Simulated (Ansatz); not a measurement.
# SiCCl (quartet): from Hartree-Fock to the top rungs, cc-pVDZ

The task here is to estimate one member of a computed series from the others.

Method: cc-pVDZ, core rule «outside noble gas», up to 11 orbitals frozen; program: Ansatz 0.2.0, Gaussian basis.

The runs, in order: UHF; CCSD(T) on ROHF; CCSD(T) on UHF; BCCD(T) on ROHF; CISD; CCSDT(Q) on ROHF; CCSDT(Q) on UHF; CASSCF and MRCISD+Q, 13 electrons in 11 orbitals; CASSCF and NEVPT2, 13 electrons in 11 orbitals.

20 further runs of the same task are left out: 4 that didn't finish, 16 set aside as unsound or not needed.

## What is computed

The geometry is a PBE0/def2-TZVP stationary point (not a proven minimum).

3 atoms, charge 0, spin multiplicity 4.

Atoms are counted from 1 here; the program's logs count them from 0.

Bond lengths: C1–Si2 1.858 Å, Si2–Cl3 2.076 Å. Angles: C1–Si2–Cl3 103.7°.

Set-up of the first run:

in.yaml

```yaml
crystal:
  periodic: [false, false, false]
  atoms:
    - {symbol: C, position_ang: [0.000000, -0.896812, 1.818922]}
    - {symbol: Si, position_ang: [0.000000, 0.607235, 0.728623]}
    - {symbol: Cl, position_ang: [0.000000, -0.177225, -1.193419]}
basis:
  gaussian: {orbitals: cc-pVDZ}
magnetization: {spin_polarized: true, initial_magnetization: 3}
hamiltonian: {xc: hf}
output: {orbitals: {seedname: orbitals}}
```

Command:

```console
ansatz run in.yaml --threads 1 --pin off --events-out ev --progress --plain --max-ram 2393MiB
```

Among the steps run: UHF; CCSD(T) on ROHF; CCSD(T) on UHF; BCCD(T) on ROHF; CISD; CCSDT(Q) on ROHF; CCSDT(Q) on UHF; CASSCF and MRCISD+Q, 13 electrons in 11 orbitals; CASSCF and NEVPT2, 13 electrons in 11 orbitals.

One table of the session follows, with a row left open; its other results are not shown here.

```
          method  from UCCSDT(Q) (meV)
            ROHF               +8857.8
             UHF                     ?
            RMP2               +1557.7
            UMP2               +1533.3
            CISD               +1287.9
           RCCSD                +365.4
           UCCSD                +362.0
        RCCSD(T)                 +85.0
        UCCSD(T)                 +83.7
         BCCD(T)                 +76.3
          RCCSDT                 +27.5
          UCCSDT                 +26.6
       RCCSDT(Q)                  +3.3
       UCCSDT(Q)                     0
  CASSCF valence               +7236.7
  NEVPT2 valence               +1396.0
  MRCISD valence                +766.5
MRCISD+Q valence                +103.5
```

Q: Estimate the row for UHF from the others.

As computed: from UCCSDT(Q) (meV): +8782.0. In the column «from UCCSDT(Q) (meV)» it lies between CASSCF valence (+7236.7) and ROHF (+8857.8).

Among the levels timed on like hardware and quicker than the yardstick, those that no quicker one beats, quickest first: UHF (0.84 s, +8782.0 meV); RCCSD(T) (2.8 s, +85.0 meV); BCCD(T) (3.1 s, +76.3 meV).

With the free atoms at the same levels and basis (separate runs), the atomisation energy is 6.344 eV at UCCSDT(Q), 6.291 eV at RCCSD(T), 6.290 eV at UCCSD(T), 5.090 eV at ROHF.

Limits of these values: Of the multireference levels listed MRCISD+Q valence comes nearest in total energy (+103.5 meV), which doesn't show that its space is the better one. Restricted and unrestricted rows rest on different reference determinants; where their highest levels disagree by more than a few hundredths of an eV, they describe different states and don't form one ladder.
